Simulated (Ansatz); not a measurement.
C4H6N2, SMILES Cc1cc[nH]n1, a single point from an input written key by key

Program: the Python package of Ansatz (0.2.0).

Notebook, run cell by cell (the value of a cell's last expression is shown):

```python
import ansatz as az
import numpy as np
```

```python
deck = {
    'crystal': {
        'periodic': [False, False, False],
        'atoms': [
            {'symbol': 'C', 'position_ang': [1.8922, -0.0338, 0.1627]},
            {'symbol': 'C', 'position_ang': [0.4116, -0.0666, 0.106]},
            {'symbol': 'C', 'position_ang': [-0.4443, 0.6293, -0.7783]},
            {'symbol': 'C', 'position_ang': [-1.7136, 0.2531, -0.4124]},
            {'symbol': 'N', 'position_ang': [-1.5621, -0.6131, 0.6292]},
            {'symbol': 'N', 'position_ang': [-0.28, -0.8256, 0.9653]},
            {'symbol': 'H', 'position_ang': [2.2313, 0.3256, 1.1396]},
            {'symbol': 'H', 'position_ang': [2.3053, -1.0341, -0.0019]},
            {'symbol': 'H', 'position_ang': [2.3017, 0.632, -0.6037]},
            {'symbol': 'H', 'position_ang': [-0.1695, 1.3101, -1.5715]},
            {'symbol': 'H', 'position_ang': [-2.6898, 0.5181, -0.7913]},
            {'symbol': 'H', 'position_ang': [-2.2828, -1.0948, 1.1562]},
        ],
    },
    'basis': {'gaussian': {'orbitals': 'def2-SVP'}},
    'hamiltonian': {'xc': 'r2scan'},
    'output': {'forces': True},
}
session = az.Session.from_dict(deck)
r = session.plan(threads=1).execute().report
```

```python
print('reference energy %16.6f eV' % r['reference_energy_ev'])
print('total energy     %16.6f eV' % r['free_energy_ev'])
print('occupied orbitals outside the frozen core (up, down):', r['n_occupied'], ' frozen:', r['n_frozen'], ' virtual:', r['n_virtual'])
symbols = ['C', 'C', 'C', 'C', 'N', 'N', 'H', 'H', 'H', 'H', 'H', 'H']
state = r['mean_field']['state']
print(f'mean field: {state["energy"]["hartree"]:.7f} Ha, <S^2> = {abs(state["spin_squared"]):.4f}, stability: {state.get("stability", {}).get("kind")}')
```

    reference energy     -7215.750478 eV
    total energy         -7215.750478 eV
    occupied orbitals outside the frozen core (up, down): [22, 22]  frozen: 0  virtual: [92, 92]
    mean field: -265.1739390 Ha, <S^2> = 0.0000, stability: minimum

```python
print('forces (eV/A)')
for symbol, f in zip(symbols, r['forces_ev_ang']):
    print(f'  {symbol:2s} {f[0]:9.4f} {f[1]:9.4f} {f[2]:9.4f}')
charges = r['charge_distribution']
print('dipole moment', round(4.803205 * float(np.linalg.norm(charges['dipole_moment_e_ang'])), 3), 'D')
print('Mulliken:', [(s, round(q, 3)) for s, q in zip(symbols, charges['mulliken_charges_e'])])
```

    forces (eV/A)
      C     0.1485    0.0969   -0.1015
      C    -0.0162   -0.1625    0.1917
      C     0.2239    0.0447   -0.0390
      C    -0.3315   -0.4214    0.4807
      N    -0.0136    0.0070   -0.0094
      N    -0.1273    0.1996   -0.2460
      H     0.1480   -0.0045    0.1993
      H     0.1583   -0.1877    0.0464
      H     0.0434    0.0934   -0.1089
      H     0.0990    0.1741   -0.2009
      H    -0.2964    0.0851   -0.1205
      H    -0.0362    0.0752   -0.0918
    dipole moment 1.88 D
    Mulliken: [('C', 0.076), ('C', -0.101), ('C', -0.128), ('C', 0.1), ('N', -0.063), ('N', -0.19), ('H', 0.05), ('H', 0.05), ('H', 0.02), ('H', 0.011), ('H', 0.023), ('H', 0.152)]

Total energies depend on the basis set; only differences at equal settings carry meaning. The geometry is a force-field or estimated start, not a minimum of this method, and the basis set is short of its limit. Hardware and time: 6.2 s on 1 thread of Arm Neoverse V2, with other jobs on the host, peak memory 0.22 GiB.
